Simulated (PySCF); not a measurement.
Highest orbital energy against ionisation energy along the third row

Calculated with PySCF 2.14, no spin-orbit coupling. Each cell gives −ε(HOMO) / ΔSCF in eV; NIST values include spin-orbit coupling, (s) semi-empirical, (t) theoretical.

```json
{"species": "Mg (dyall-av3z, non-relativistic)", "UHF": "6.886 / 6.605", "LDA": "4.774 / 7.721", "PBE": "4.699 / 7.613", "PBE0": "5.426 / 7.542", "r2SCAN": "4.809 / 7.370", "NIST (lowest levels)": "7.646"}
{"species": "Al (dyall-av3z, non-relativistic)", "UHF": "5.942 / 5.607", "LDA": "3.012 / 6.035", "PBE": "3.093 / 6.077", "PBE0": "3.907 / 6.097", "r2SCAN": "3.341 / 6.174", "NIST (lowest levels)": "5.986"}
{"species": "Si (dyall-av3z, non-relativistic)", "UHF": "8.200 / 7.638", "LDA": "4.573 / 8.235", "PBE": "4.607 / 8.200", "PBE0": "5.629 / 8.220", "r2SCAN": "4.908 / 8.321", "NIST (lowest levels)": "8.152"}
{"species": "P (dyall-av3z, non-relativistic)", "UHF": "10.670 / 9.910", "LDA": "6.297 / 10.580", "PBE": "6.297 / 10.493", "PBE0": "7.536 / 10.532", "r2SCAN": "6.697 / 10.638", "NIST (lowest levels)": "10.487"}
{"species": "S (dyall-av3z, non-relativistic)", "UHF": "10.317 / 9.232", "LDA": "6.166 / 10.565", "PBE": "6.156 / 10.428", "PBE0": "7.418 / 10.402", "r2SCAN": "6.399 / 10.363", "NIST (lowest levels)": "10.360"}
{"species": "Cl (dyall-av3z, non-relativistic)", "UHF": "13.081 / 11.765", "LDA": "8.207 / 13.202", "PBE": "8.131 / 12.972", "PBE0": "9.601 / 12.955", "r2SCAN": "8.453 / 12.996", "NIST (lowest levels)": "12.968"}
{"species": "Ar (dyall-av3z, non-relativistic)", "UHF": "16.084 / 14.557", "LDA": "10.406 / 15.993", "PBE": "10.288 / 15.708", "PBE0": "11.981 / 15.717", "r2SCAN": "10.730 / 15.760", "NIST (lowest levels)": "15.760"}
```

Task: How far is −ε(HOMO) from ΔSCF on average for each method, and why?

Result: UHF 0.84 eV; LDA -4.13 eV; PBE -4.03 eV; PBE0 -2.85 eV; r2SCAN -3.75 eV. Hartree-Fock orbital energies lack relaxation and so exceed the ΔSCF value; semilocal functionals have convex E(N) from self-interaction, so their HOMO lies far too high; exact exchange moves hybrids part of the way back.
